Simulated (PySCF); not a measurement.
# NaLi at r²SCAN

Computed with r²SCAN; basis Na 6-31G(d,p), Li 6-31G(d,p); no relativity; PySCF 2.14.

```json
{"state": "¹Σ⁺ (singlet), closed shell", "bond length": "296.0 pm", "harmonic wavenumber": "247 cm⁻¹", "force constant": "0.193 mdyn/Å", "rotational constant Be": "0.3580 cm⁻¹", "anharmonicity ωexe": "1.40 cm⁻¹", "vibration–rotation constant αe": "0.00283 cm⁻¹", "well depth De to Na + Li": "0.68 eV", "dissociation energy D0": "0.66 eV", "HOMO–LUMO gap": "1.55 eV", "bond order (Mayer)": "0.97", "dipole moment (positive dipole means Na(−)Li(+))": "-0.23 D"}
```

Closed-shell solutions of metal pairs were not tested for spin polarisation, which can lower them a little.
